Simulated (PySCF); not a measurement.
Ligands exchanged one at a time, B F-H. Gas-phase values, no solvent. Strings in code marks are SMILES.

The dipole moment from two functionals at the same geometries (B3LYP-D3(BJ)/def2-TZVP), both in PySCF: PBE-D3(BJ)/def2-TZVP and B3LYP-D3(BJ)/def2-TZVP. B3LYP has the VWN-RPA correlation part, as in Gaussian. 

```json
[
 {"species": "0 of 3 F replaced by H", "PBE-D3(BJ)/def2-TZVP (D)": "0.00", "B3LYP-D3(BJ)/def2-TZVP (D)": "0.00"},
 {"species": "1 of 3 F replaced by H (`FBF`)", "PBE-D3(BJ)/def2-TZVP (D)": "0.78", "B3LYP-D3(BJ)/def2-TZVP (D)": "0.91"},
 {"species": "2 of 3 F replaced by H (`BF`)", "PBE-D3(BJ)/def2-TZVP (D)": "0.62", "B3LYP-D3(BJ)/def2-TZVP (D)": "0.76"}
]
```

Over these rows, drawn at random from the members with no instability flagged (it was tested for open shells, ions and some series alone), PBE minus B3LYP-D3(BJ): mean -0.09 D, from -0.15 D to 0.00 D.
